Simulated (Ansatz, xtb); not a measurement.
## Two isomers of C4H9NO

We compare a, `CO[C@@H]1C[C@@H]1N`, a singlet, with b, `CO[C@@H]1C[C@H]1N`, a singlet. Both are isolated molecules in the gas phase, relaxed with B3LYP-D3(BJ)/def2-SVP; the shapes shown needn't be the lowest conformers.

a (Å):

```yaml
atoms:
  - { symbol: C, position_ang: [0.7862, -2.0611, -2.2967] }
  - { symbol: C, position_ang: [-0.3097, -2.1025, -0.2366] }
  - { symbol: C, position_ang: [-1.4274, -1.5128, 0.5728] }
  - { symbol: C, position_ang: [-0.0927, -0.8154, 0.5470] }
  - { symbol: N, position_ang: [0.0156, 0.4608, -0.1098] }
  - { symbol: O, position_ang: [-0.4463, -1.9932, -1.6192] }
  - { symbol: H, position_ang: [1.4732, -1.2509, -1.9874] }
  - { symbol: H, position_ang: [0.5822, -1.9627, -3.3729] }
  - { symbol: H, position_ang: [1.2968, -3.0285, -2.1218] }
  - { symbol: H, position_ang: [0.1661, -3.0354, 0.1038] }
  - { symbol: H, position_ang: [-1.7499, -2.0240, 1.4834] }
  - { symbol: H, position_ang: [-2.2356, -1.0504, -0.0026] }
  - { symbol: H, position_ang: [0.5136, -0.8821, 1.4573] }
  - { symbol: H, position_ang: [-0.5089, 0.4391, -0.9848] }
  - { symbol: H, position_ang: [0.9875, 0.6421, -0.3641] }
```

b (Å):

```yaml
atoms:
  - { symbol: C, position_ang: [-1.9464, -0.1866, -0.0964] }
  - { symbol: C, position_ang: [-0.4997, -1.8709, -0.8073] }
  - { symbol: C, position_ang: [0.4520, -2.9317, -0.3633] }
  - { symbol: C, position_ang: [0.9377, -1.5052, -0.5181] }
  - { symbol: N, position_ang: [1.7921, -1.2176, -1.6342] }
  - { symbol: O, position_ang: [-1.4897, -1.5025, 0.0933] }
  - { symbol: H, position_ang: [-2.7214, 0.0123, 0.6580] }
  - { symbol: H, position_ang: [-2.3878, -0.0445, -1.1028] }
  - { symbol: H, position_ang: [-1.1321, 0.5549, 0.0252] }
  - { symbol: H, position_ang: [-0.7937, -1.8546, -1.8674] }
  - { symbol: H, position_ang: [0.3180, -3.3108, 0.6527] }
  - { symbol: H, position_ang: [0.7885, -3.6574, -1.1074] }
  - { symbol: H, position_ang: [1.0793, -0.9651, 0.4324] }
  - { symbol: H, position_ang: [1.7861, -0.2210, -1.8520] }
  - { symbol: H, position_ang: [2.7586, -1.4718, -1.4282] }
```

Quicker runs give these differences E(b) − E(a): GFN2-xTB +0.005 eV; HF/STO-3G −0.059 eV (at GFN2-xTB geometries); r2SCAN-D4/def2-SVP −0.080 eV (at GFN2-xTB geometries).

Which of the two would you expect CCSD(T)/def2-SVP + ΔMP2/def2-TZVPP electronic energies to favour?

Structure b; the calculation gives E(b) − E(a) = −0.089 eV.

How the difference moves with the method:

```json
{"level": "GFN2-xTB", "geometry": "GFN2-xTB", "E(b) − E(a) (eV)": "+0.005", "departure from the last row (eV)": "+0.095", "job, with rough time for the two": "optimisation, 0.71 s"}
{"level": "HF/STO-3G", "geometry": "GFN2-xTB", "E(b) − E(a) (eV)": "−0.059", "departure from the last row (eV)": "+0.031", "job, with rough time for the two": "single point, 2.7 s"}
{"level": "r2SCAN-D4/def2-SVP", "geometry": "GFN2-xTB", "E(b) − E(a) (eV)": "−0.080", "departure from the last row (eV)": "+0.010", "job, with rough time for the two": "single point, 14 s"}
{"level": "B3LYP-D3(BJ)/def2-SVP", "geometry": "B3LYP-D3(BJ)/def2-SVP", "E(b) − E(a) (eV)": "−0.077", "departure from the last row (eV)": "+0.012", "job, with rough time for the two": "optimisation, 1.9 min"}
{"level": "HF/def2-SVP", "geometry": "B3LYP-D3(BJ)/def2-SVP", "E(b) − E(a) (eV)": "−0.143", "departure from the last row (eV)": "−0.054", "job, with rough time for the two": "part of the CCSD(T) run"}
{"level": "MP2/def2-SVP", "geometry": "B3LYP-D3(BJ)/def2-SVP", "E(b) − E(a) (eV)": "−0.099", "departure from the last row (eV)": "−0.009", "job, with rough time for the two": "part of the CCSD(T) run"}
{"level": "CCSD(T)/def2-SVP", "geometry": "B3LYP-D3(BJ)/def2-SVP", "E(b) − E(a) (eV)": "−0.092", "departure from the last row (eV)": "−0.003", "job, with rough time for the two": "single point"}
{"level": "CCSD(T)/def2-SVP + ΔMP2/def2-TZVPP", "geometry": "B3LYP-D3(BJ)/def2-SVP", "E(b) − E(a) (eV)": "−0.089", "departure from the last row (eV)": "", "job, with rough time for the two": "single point, 3.6 min"}
```

As drawn, both hold the same kinds of bond in the same numbers.

GFN2-xTB finds them nearly level. The largest departure from CCSD(T)/def2-SVP + ΔMP2/def2-TZVPP is that of GFN2-xTB, 0.095 eV. The last row adds to CCSD(T) the change of the MP2 difference between the two basis sets, here +0.003 eV.

With thermal terms from frequencies at re-optimised GFN2-xTB minima (ideal gas, soft modes damped towards free rotors, one conformer each, 298.15 K, 1 atm): on the last row, ΔE + ΔZPE = −0.098, ΔH = −0.095, ΔG = −0.103 eV.

The correlated steps freeze 6 core orbitals. Codes used: Ansatz 0.2.0, xtb 6.7.1; the last row on 2 threads of AMD EPYC (Zen 3) on a shared host.
